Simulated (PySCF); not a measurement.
Gas-phase reaction: 2 SiCl3 + F2 = 2 SiCl3F

Method: PySCF energies plus ideal-gas RRHO corrections (1 bar). † marks an energy on the PBE0/def2-TZVP geometry and frequencies; other levels use their own. 6-31G* has spherical d functions here. Open shells (unrestricted): SiCl3 (multiplicity 2); the rest are closed-shell singlets. B3LYP is the form with VWN-RPA correlation. The harmonic model lacks anharmonicity and excited electronic states, which grow with temperature; levels with a mode under 35 cm⁻¹ are left out.

```
level               ΔE electronic, kJ  ΔH°(298 K), kJ  ΔS°(298 K), J/K  ΔG°(1200 K), kJ
------------------  -----------------  --------------  ---------------  ---------------
B3LYP/def2-TZVP†                -1094           -1085             -179             -875
HF/6-31G*                       -1103           -1094             -180             -883
PBE/def2-SVP                    -1024           -1015             -179             -805
PBE/def2-TZVP†                  -1048           -1039             -179             -829
PBE0/def2-QZVP†                 -1103           -1095             -179             -885
PBE0/def2-SVP†                  -1068           -1059             -179             -849
PBE0/def2-TZVP                  -1099           -1090             -179             -880
r2SCAN/def2-TZVP†               -1105           -1097             -179             -887
ωB97X-V/def2-TZVP†              -1143           -1135             -179             -925
```
ΔH° is lowest at ωB97X-V/def2-TZVP† and highest at PBE/def2-SVP. No reference value is set beside these.
